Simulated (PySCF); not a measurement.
# `CNC(C)=O` in a uniform electric field

Species: C₃H₇NO.
Structure used (GFN2-xTB), in Å, numbered top down from 1:
```
atom  x, y, z in Å
C1     1.887    0.057   -0.042
N2     0.483    0.262   -0.298
C3    -0.489   -0.364    0.408
C4    -1.889    0.008   -0.037
O5    -0.252   -1.141    1.306
H6     2.388   -0.354   -0.921
H7     2.372    0.993    0.241
H8     1.965   -0.652    0.782
H9     0.229    0.900   -1.035
H10   -2.026   -0.234   -1.089
H11   -2.610   -0.548    0.554
H12   -2.056    1.073    0.105
```

Level: CAM-B3LYP/def2-SVPD (PySCF); nuclei fixed, core orbitals frozen in the response. Permanent dipole (0.198, 2.606, -2.991) D (1 au = 2.5417 D). Static polarisability (au):

```
x   58.22  1.71 -1.74
y    1.71 44.30 -6.45
z   -1.74 -6.45 46.05
```

Only the terms in μ and α are kept: μ(F) = μ + αF and ΔE = −μ·F − ½ F·αF.

What do fields of 0.257 V/Å (0.005 au) along the six axis directions do?

| field along | induced x (D) | induced y (D) | induced z (D) | total size (D) | −μ·F (kJ/mol) | −½F·αF (kJ/mol) |
| --- | --- | --- | --- | --- | --- | --- |
| +x | 0.740 | 0.022 | -0.022 | 4.107 | -1.023 | -1.911 |
| −x | -0.740 | -0.022 | 0.022 | 3.973 | +1.023 | -1.911 |
| +y | 0.022 | 0.563 | -0.082 | 4.420 | -13.459 | -1.454 |
| −y | -0.022 | -0.563 | 0.082 | 3.559 | +13.459 | -1.454 |
| +z | -0.022 | -0.082 | 0.585 | 3.491 | +15.448 | -1.511 |
| −z | 0.022 | 0.082 | -0.585 | 4.479 | -15.448 | -1.511 |

For the field (0.0005, 0.0005, 0.0045) au, what is the induced dipole, and what angle does it make with the field?

αF = (0.056, -0.015, 0.516) D, at 8.0° to the field. The polarisability along this direction, F·αF/F², is 44.44 au, against a mean of 49.53 au.

Which field along μ doubles the dipole in that direction (linear response)?

The polarisability along the dipole is 51.94 au, so F = 1.5627 au / 51.94 au = 0.0301 au = 1.55 V/Å; higher-order terms are ignored.

What field makes μF equal to kT at 100 K?

kT = 0.3167 × 10⁻³ Eh, so F = 0.000203 au = 1.04 MV/cm.

Induction energy −ᾱe²/2R⁴ of a unit charge at 8 Å, the molecule taken as a point?

R = 15.12 bohr, so the energy is −49.5/(2 × 15.12⁴) Eh = -1.24 kJ/mol. The charge–dipole term at its most favourable orientation, −μe/R², is -18 kJ/mol.

Geometry: GFN2-xTB, one conformer, isolated molecule.

These values come from a run that also computed excited states. Time: 15 s of wall time. Hardware: one thread of an Arm Neoverse V2, on a shared host.
